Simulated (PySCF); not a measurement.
[CH3]+: one-bond stretch

Level of theory: PySCF, PBE0, basis C def2-TZVP, H def2-TZVP (no relativity, density fitting).

Rigid scan from the singlet minimum (C–H 1.093 Å (×3); H–C–H 120.0° (×3)). Coordinate: the bond from C to the last atom (H) scaled, the rest fixed. Energies in kJ/mol from the minimum.

**Question.** Predict the curve at 0.92, 0.96, 1.00, 1.05, 1.12, 1.20, 1.35, 1.55, 1.80, 2.20.

**Answer.** 
```json
{"scale of one bond": "0.92", "E (kJ/mol)": "15.0", "dipole size (D, about the centre of mass)": "0.08"}
{"scale of one bond": "0.96", "E (kJ/mol)": "3.5", "dipole size (D, about the centre of mass)": "0.04"}
{"scale of one bond": "1.00", "E (kJ/mol)": "0.0", "dipole size (D, about the centre of mass)": "0.00"}
{"scale of one bond": "1.05", "E (kJ/mol)": "4.5", "dipole size (D, about the centre of mass)": "0.05"}
{"scale of one bond": "1.12", "E (kJ/mol)": "22.5", "dipole size (D, about the centre of mass)": "0.14"}
{"scale of one bond": "1.20", "E (kJ/mol)": "54.1", "dipole size (D, about the centre of mass)": "0.24"}
{"scale of one bond": "1.35", "E (kJ/mol)": "128.7", "dipole size (D, about the centre of mass)": "0.47"}
{"scale of one bond": "1.55", "E (kJ/mol)": "234.4", "dipole size (D, about the centre of mass)": "–"}
{"scale of one bond": "1.80", "E (kJ/mol)": "353.2", "dipole size (D, about the centre of mass)": "–"}
{"scale of one bond": "2.20", "E (kJ/mol)": "494.7", "dipole size (D, about the centre of mass)": "–"}
```

At long bonds a restricted determinant can lie too high, and another spin state can fall below this curve.

Other isomers or separated fragments may lie lower.
